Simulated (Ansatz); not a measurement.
C₄H₈F₂ (`CCC(F)CF`). The species carries charge 0 and has multiplicity 1. The structure was optimised at the PBE0-D4/def2-TZVP level. It is one conformer, not always the lowest.

```xyz
14

C     0.973   -1.683    0.136
C    -0.192   -0.747   -0.135
C     0.168    0.708    0.073
F     0.613    0.889    1.376
C    -1.001    1.624   -0.163
F    -0.598    2.942   -0.157
H     0.679   -2.724   -0.011
H     1.810   -1.474   -0.535
H     1.329   -1.573    1.161
H    -1.037   -0.996    0.516
H    -0.540   -0.867   -1.167
H     0.996    1.002   -0.584
H    -1.454    1.409   -1.136
H    -1.747    1.491    0.626
```

Question: What is the dipole moment at PBE/def2-TZVPP? (Best estimate.)

Answer: The calculation gave: 2.71 D, with components (-0.89, -2.10, -1.46) D in this frame, pointing from negative to positive charge.

Question: And with r2SCAN, B3LYP, ωB97M-V? (Best estimate.)

Answer: Ansatz gave: r2SCAN 2.83 D, B3LYP 2.90 D, ωB97M-V 2.88 D.

Question: Give the Mulliken charges with PBE, ωB97M-V, r2SCAN in def2-TZVPP. (An estimate is asked.)

Answer: Computed: 
| atom | PBE | ωB97M-V | r2SCAN |
| --- | --- | --- | --- |
| C1 | -0.26 | -0.31 | -0.16 |
| C2 | -0.12 | -0.18 | -0.03 |
| C3 | 0.18 | 0.15 | 0.25 |
| F4 | -0.21 | -0.23 | -0.25 |
| C5 | 0.05 | 0.04 | 0.15 |
| F6 | -0.20 | -0.22 | -0.24 |
| H7 | 0.08 | 0.11 | 0.05 |
| H8 | 0.07 | 0.10 | 0.04 |
| H9 | 0.10 | 0.12 | 0.06 |
| H10 | 0.07 | 0.09 | 0.03 |
| H11 | 0.06 | 0.09 | 0.02 |
| H12 | 0.04 | 0.08 | 0.01 |
| H13 | 0.06 | 0.08 | 0.03 |
| H14 | 0.07 | 0.10 | 0.04 |

B3LYP here is the variant with VWN-RPA as its local correlation; programs differ in this.
